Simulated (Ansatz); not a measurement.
Rutile TiO2, treated with PBE0 (Ansatz, a quantum-chemistry and plane-wave program, plane waves, PAW).

Numerical settings: plane-wave cutoff 520 eV, 6×6×8 k mesh (along the axes of the cell as run), no spin polarisation, scalar-relativistic PAW data made under PBE.

Computed at the level's own relaxed cell.

Hill averages of the elastic tensor: K = 242.7 GPa, G = 126.4 GPa. Volume 10.290 Å³/atom, mean atomic mass 26.622 u.

**Question.** Work out the density, the sound velocities of a polycrystal and the elastic Debye temperature at this level.

**Answer.** ρ = 1.66054 × 26.622/10.290 = 4.296 g/cm³. v_l = √[(K + 4G/3)/ρ] = 9.784 km/s and v_t = √(G/ρ) = 5.424 km/s. The mean follows from 3/v_m³ = 1/v_l³ + 2/v_t³: v_m = 6.042 km/s. Θ_D = (ħ/k_B) v_m (6π²/V)^(1/3) = 76.38 K Å s/km × 6.042 × 1.7920 Å⁻¹ = 827 K, counting all atoms of the cell.
